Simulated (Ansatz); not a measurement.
# MgHF (SMILES [F][MgH]): one structure at several levels

A test off equilibrium: a structure displaced at random from a GFN2-xTB minimum is computed at several levels, and each is set against CCSD(T).

The runs use Ansatz 0.2.0, Gaussian basis; single points in def2-TZVPP.

Cores are frozen in the correlated methods. The outer core shell of Li, Na, Mg and K is correlated.

### Step 1. Where the work starts

SMILES `[F][MgH]`, 3 atoms, charge 0, spin multiplicity 1.

Atoms are counted from 1 here; the program's logs count them from 0.

Bond lengths: F1–Mg2 1.680 Å, Mg2–H3 1.528 Å. Angles: F1–Mg2–H3 179.1°.

As a file:

```xyz
3
charge 0, multiplicity 1
F    -1.3008    0.7357   -0.6327
Mg    0.0370   -0.0487    0.0126
H     1.2407   -0.7823    0.6011
```

### Step 2. CCSD(T)/def2-TZVPP

run/in.yaml reads:

```yaml
crystal:
  periodic: [false, false, false]
  atoms:
    - {symbol: F, position_ang: [-1.300800, 0.735700, -0.632700]}
    - {symbol: Mg, position_ang: [0.037000, -0.048700, 0.012600]}
    - {symbol: H, position_ang: [1.240700, -0.782300, 0.601100]}
basis:
  gaussian: {orbitals: def2-TZVPP}
correlation: {method: ccsd_t}
output: {forces: true}
```

No record of the launch command was kept for these runs.

### Step 3. PBE0-D4/def2-TZVPP

run/in.yaml, as its differences from that of step 2:

```diff
@@ -8,3 +8,3 @@
   gaussian: {orbitals: def2-TZVPP}
-correlation: {method: ccsd_t}
-output: {forces: true}
+hamiltonian: {xc: pbe0, dispersion: d4}
+output: {forces: true, orbitals: {seedname: orbitals}}
```

### Step 4. wB97M-V/def2-TZVPP

run/in.yaml, as its differences from that of step 3:

```diff
@@ -8,3 +8,3 @@
   gaussian: {orbitals: def2-TZVPP}
-hamiltonian: {xc: pbe0, dispersion: d4}
-output: {forces: true, orbitals: {seedname: orbitals}}
+hamiltonian: {xc: {name: wB97M-V}}
+output: {forces: true}
```

### Step 5. r2SCAN-D4/def2-TZVPP

run/in.yaml, as its differences from that of step 4:

```diff
@@ -8,3 +8,3 @@
   gaussian: {orbitals: def2-TZVPP}
-hamiltonian: {xc: {name: wB97M-V}}
+hamiltonian: {xc: r2scan, dispersion: d4}
 output: {forces: true}
```

### Step 6. PBE-D4/def2-TZVPP

run/in.yaml, as its differences from that of step 5:

```diff
@@ -8,3 +8,3 @@
   gaussian: {orbitals: def2-TZVPP}
-hamiltonian: {xc: r2scan, dispersion: d4}
+hamiltonian: {xc: pbe, dispersion: d4}
 output: {forces: true}
```

### Step 7. BLYP-D4/def2-TZVPP

run/in.yaml, as its differences from that of step 6:

```diff
@@ -8,3 +8,3 @@
   gaussian: {orbitals: def2-TZVPP}
-hamiltonian: {xc: pbe, dispersion: d4}
+hamiltonian: {xc: {name: BLYP}, dispersion: d4}
 output: {forces: true}
```

### Step 8. BHLYP-D4/def2-TZVPP

run/in.yaml, as its differences from that of step 7:

```diff
@@ -8,3 +8,3 @@
   gaussian: {orbitals: def2-TZVPP}
-hamiltonian: {xc: {name: BLYP}, dispersion: d4}
+hamiltonian: {xc: {name: BHLYP}, dispersion: d4}
 output: {forces: true}
```

(Steps that only read results are left out.)

What does the calculation give? Wanted: energy less free atoms, CCSD(T)/def2-TZVPP; RMS force component; RMS force error; HOMO and LUMO, PBE0-D4; T1 diagnostic.

**Answer**, as computed:

```
                                  quantity                                                                                            value
energy less free atoms, CCSD(T)/def2-TZVPP                                                                                  -165.2 kcal/mol
                       RMS force component                                                             0.881 to 1.075 eV/Å over the methods
                           RMS force error  PBE0-D4 0.061, wB97M-V 0.026, r2SCAN-D4 0.059, PBE-D4 0.130, BLYP-D4 0.184, BHLYP-D4 0.155 eV/Å
                    HOMO and LUMO, PBE0-D4                                                                               -8.43 and -0.63 eV
                             T1 diagnostic                                                                                            0.010
```

In words: Against CCSD(T) the functionals' energies less atoms differ by -7.3 to +3.0 kcal/mol, PBE-D4 by -4.3 kcal/mol. A larger basis would deepen the CCSD(T) value, while the functionals are nearly converged already, so the order here is not reliable. On forces the order runs from wB97M-V to BLYP-D4. Frozen-core CCSD(T) forces in triple zeta carry basis errors of their own, and this is one geometry, so small gaps rank nothing.
